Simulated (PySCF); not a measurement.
## SMILES CC=C=C(F)Cl, C4H4ClF

Geometry:
```json
{"atom": "C1", "x (Å)": "-1.564", "y (Å)": "-0.256", "z (Å)": "-0.453"}
{"atom": "C2", "x (Å)": "-0.501", "y (Å)": "0.569", "z (Å)": "0.195"}
{"atom": "C3", "x (Å)": "0.745", "y (Å)": "0.216", "z (Å)": "0.327"}
{"atom": "C4", "x (Å)": "1.990", "y (Å)": "-0.126", "z (Å)": "0.434"}
{"atom": "F5", "x (Å)": "2.483", "y (Å)": "-0.791", "z (Å)": "1.479"}
{"atom": "Cl6", "x (Å)": "3.197", "y (Å)": "0.216", "z (Å)": "-0.734"}
{"atom": "H7", "x (Å)": "-1.169", "y (Å)": "-1.201", "z (Å)": "-0.820"}
{"atom": "H8", "x (Å)": "-2.369", "y (Å)": "-0.461", "z (Å)": "0.259"}
{"atom": "H9", "x (Å)": "-2.010", "y (Å)": "0.291", "z (Å)": "-1.289"}
{"atom": "H10", "x (Å)": "-0.804", "y (Å)": "1.541", "z (Å)": "0.584"}
```

Computed, not measured: TDDFT CAM-B3LYP/def2-TZVPD circular dichroism and optical rotation, one conformer, gas phase in PySCF 2.14.0. Geometry: PBE0-D3(BJ)/def2-TZVP.

No stereocentre is labelled: unless the shape is locked (an allene, a helicene, a hindered biaryl), the mirror image is equally populated and a measured rotation or CD is zero.

Task: Give the optical rotatory dispersion at 633, 589.3, 546, 436, 405, 365, 355 nm.

Result: [α] in deg dm⁻¹ (g/mL)⁻¹:
```
λ (nm)  origin-invariant length gauge  modified velocity gauge  length gauge (centre of mass)  isotropic polarisability (au)
   633                         +134.2                   +136.1                         +133.4                           71.9
 589.3                         +158.2                   +160.4                         +157.3                           72.2
   546                         +189.3                   +192.0                         +188.3                           72.7
   436                         +333.3                   +337.8                         +331.4                           74.8
   405                         +408.0                   +413.5                         +405.7                           75.8
   365                         +555.5                   +562.6                         +552.3                           77.5
   355                         +607.0                   +614.7                         +603.6                           78.1
```

Task: And for the mirror image at 589.3 nm?

Result: -158.2 deg dm⁻¹ (g/mL)⁻¹ (origin-invariant length gauge): the same size and the opposite sign.

Task: What is the molar rotation [Φ] = [α]·M/100 of the geometry above at 589.3 nm?

Result: With M = 106.52 g/mol, +168.5 deg cm² dmol⁻¹ (origin-invariant length gauge).

The first excitation lies at 4.73 eV (262 nm) with R = +1.6 × 10⁻⁴⁰ esu² cm² (velocity form).
